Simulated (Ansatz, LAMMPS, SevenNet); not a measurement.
# Anatase TiO₂ (metastable phase): properties by level of theory

Reference values: lattice constant a 3.784 Å (measured, room temperature, not corrected to a static lattice; as tabulated in Horn, Schwerdtfeger, Meagher, Refinement of the structure of anatase at several …); lattice parameter c 9.514 Å (measured, room temperature, no zero-point or thermal correction; as tabulated in Horn, Schwerdtfeger, Meagher, Refinement of the structure of anatase at several …).

```json
[
 {"level (code)": "ionic model cherry1995 (shell model, LAMMPS)", "lattice constant a (Å)": "3.718", "lattice parameter c (Å)": "11.084"},
 {"level (code)": "SevenNet-0 (SevenNet)", "lattice constant a (Å)": "3.811", "lattice parameter c (Å)": "9.701"},
 {"level (code)": "PBE (Ansatz)", "lattice constant a (Å)": "3.799", "lattice parameter c (Å)": "9.697"},
 {"level (code)": "rVV10 (Ansatz)", "lattice constant a (Å)": "3.814", "lattice parameter c (Å)": "9.686"},
 {"level (code)": "HSE06 (Ansatz)", "lattice constant a (Å)": "3.761", "lattice parameter c (Å)": "9.585"}
]
```

Differences from the reference values (errors of the level alone only where the reference is corrected to a static lattice):

| level | lattice constant a (%) | lattice parameter c (%) |
|---|---|---|
| ionic model cherry1995 | -1.74 | +16.5 |
| SevenNet-0 | +0.71 | +1.97 |
| PBE | +0.40 | +1.92 |
| rVV10 | +0.79 | +1.81 |
| HSE06 | -0.61 | +0.75 |

Nearest: lattice constant a, not ranked (reference at room or unstated temperature); lattice parameter c, not ranked (reference at room or unstated temperature). Empirical potentials aren't ranked on values they can be fitted to.

Empirical potentials (ionic model cherry1995) are fitted to chosen data, which need not cover the solid at hand: agreement can be built in, and what lay outside the fit can be far off. Machine-learned potentials (SevenNet-0) are trained on DFT data, which may include these solids.

Ansatz's density-functional and Hartree–Fock values are scalar-relativistic unless marked +SOC, with PAW data made under PBE.

Differences are worked out from the printed values.

Ansatz is a quantum-chemistry and plane-wave program.
